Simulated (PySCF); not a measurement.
Compound: C₄H₈NS (doublet state).
Z-matrix (Å and degrees, GFN2-xTB geometry), rows numbered from 1:
```
C 
C   1  1.4803
N   2  1.3335  1  121.19
C   3  1.3512  2  129.82  1  -179.98
C   4  1.4908  3  118.81  2     0.01
S   4  1.6653  3  117.59  2  -179.98
H   1  1.0879  2  110.98  3    -0.14
H   1  1.0924  2  110.86  3   120.58
H   1  1.0923  2  110.86  3  -120.85
H   2  1.0746  1  119.98  3   180.00
H   3  1.0184  2  116.91  1     0.04
H   5  1.0915  4  110.59  3   -60.13
H   5  1.0856  4  109.32  3   179.91
H   5  1.0915  4  110.61  3    59.92
```

The hyperfine couplings belong to this conformer and change with its torsions.

As a line formula: `C[CH]NC(C)=S` [radical].

Computed, not measured: UKS B3LYP, pcH-1 on C H N S, non-relativistic, mean-field spin-orbit, GIAO in PySCF. Isolated species at its GFN2-xTB geometry (one conformer only). A GFN2-xTB geometry isn't a minimum of the functional, and hyperfine couplings can be far from their values at a DFT geometry. The SCF solution wasn't tested for stability.

Principal values of hyperfine tensors in MHz (contact, dipolar and spin–orbit terms together), for some of the nuclei:

```tsv
atom	isotope	A1	A2	A3	alike by the symmetry of this geometry
H8	1H	74.62	75.57	84.84	H9
C2	13C	2.32	3.70	177.46	none
H10	1H	-73.94	-46.75	-20.47	none
C1	13C	-26.47	-24.33	-23.84	none
N3	14N	-7.85	-6.66	-4.40	none
S6	33S	-22.97	-21.11	62.60	none
C5	13C	-4.99	-4.37	-3.41	none
H12	1H	0.75	2.41	6.90	H14
```

Split each tensor into its isotropic and traceless parts, and turn a_iso into mT with g = 2.0085.

a_iso is a third of the trace, T = A − a_iso, and a(mT) = a(MHz)/(g × 13.996). The tensors hold a spin–orbit part: the run splits a_iso into a_FC + a_SO, and T includes its anisotropic share.

```tsv
atom	a_iso (MHz)	a_FC	a_SO	a_iso (mT)	T1	T2	T3
H8	78.34	78.34	0.00	2.787	-3.72	-2.77	6.50
C2	61.16	61.34	-0.17	2.176	-58.84	-57.46	116.30
H10	-47.05	-47.06	0.00	-1.674	-26.89	0.31	26.58
C1	-24.88	-24.88	0.00	-0.885	-1.59	0.55	1.04
N3	-6.30	-6.29	-0.01	-0.224	-1.55	-0.35	1.90
S6	6.18	5.65	0.52	0.220	-29.14	-27.28	56.43
C5	-4.26	-4.26	0.01	-0.151	-0.73	-0.11	0.85
H12	3.35	3.34	0.01	0.119	-2.60	-0.94	3.55
```

What spin density at the nucleus of H10 lies behind its contact coupling (g_N = 5.58569)?

a_FC = (2μ0/3) gₑ μB g_N μN ρ(0)/(2S·h) = 800.24 MHz × g_N × ρ(0)/(2S), with ρ in bohr⁻³. With a_FC = -47.06 MHz and 2S = 1, ρ(0) = -0.01053 bohr⁻³. In magnitude that is 3.3 % of the 1/π = 0.318 of a free hydrogen atom.

C4 (13C, g_N = 1.40482) isn't in the table. Its spin density at the nucleus is 0.00648 bohr⁻³. What is its contact coupling?

By the same relation, a_FC = 7.28 MHz. The spin–orbit term adds +0.22 MHz. Its full tensor has the principal values -3.11, -0.85, 26.47 MHz.

Name the largest traceless tensor T of the table and describe it.

C2: -58.8, -57.5, 116.3 MHz (the dipolar term alone has -58.8, -57.3, 116.1), axial, in the ratio −1:−1:+2, the form that spin in one p orbital centred on that nucleus gives.

What first-order splitting does C2 cause when the field lies along A1, A2 or A3 of its tensor (g taken as isotropic, no quadrupole term)?

2 lines (I = 1/2), spaced by |A_i|/(g × 13.996): 0.08, 0.13, 6.31 mT along the axes of A1, A2 and A3.

On an Arm Neoverse V2 with one thread, shared host with 48 logical CPUs at a one-minute load of 36, this took 55 s wall (grids of density and orbitals included) and 0.86 GiB of memory at its peak.
